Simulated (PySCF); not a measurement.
Compound: C₅H₇F.
SMILES: `C(#C[C@@H](C)F)C`

The closed-shell ground state was solved at several levels (PySCF, density fitting, gas phase, non-relativistic). Isolated species at its PBE0-D3(BJ)/def2-SVP geometry, gas phase.

```tsv
level	basis functions	total energy (Eh)	HOMO (eV)	LUMO (eV)	gap (eV)	dipole (D)
PBE0/def2-SVP	119	-293.9695	-7.42	0.87	8.29	2.16
LC-wPBE/pcSseg-1	137	-294.3068	-10.28	3.08	13.36	2.27
PBE0/pcSseg-1	137	-294.1554	-7.51	0.73	8.24	2.27
mPW1PW91/pcSseg-1	137	-294.4204	-7.55	0.71	8.26	2.28
PBE0/def2-TZVPD	288	-294.3027	-7.49	0.20	7.69	2.23
PBE0/6-31G*	98	-294.1773	-7.18	1.13	8.31	2.04
B3LYP/def2-SVPD	179	-294.3272	-7.32	0.21	7.53	2.30
```

Task: Estimate the row for PBE0/6-311+G(2d,p), a basis of 204 functions; the other rows only guide the guess.

Result: Total energy -294.2756 Eh, HOMO -7.50 eV, LUMO 0.25 eV, gap 7.75 eV, dipole 2.29 D.

Task: Over all these levels, which gives the widest orbital gap and which the narrowest?

Result: LC-wPBE/pcSseg-1 (range-separated hybrid) has the widest, 13.36 eV, and B3LYP/def2-SVPD (global hybrid, 20 % exact exchange) the narrowest, 7.53 eV. Functional and basis both differ between the two, so the spread mixes both effects.

Task: How much does the basis alone move the frontier levels among the 5 PBE0 rows (the withheld one included)?

Result: The HOMO by 0.33 eV and the LUMO by 0.93 eV. By rising basis size (HOMO, LUMO in eV): 6-31G* -7.18, 1.13; def2-SVP -7.42, 0.87; pcSseg-1 -7.51, 0.73; 6-311+G(2d,p) -7.50, 0.25; def2-TZVPD -7.49, 0.20.

Task: How far do the dipole and the HOMO energy spread over the levels?

Result: The dipole runs from 2.04 to 2.30 D (mean 2.23 D) and the HOMO from -10.28 to -7.18 eV.
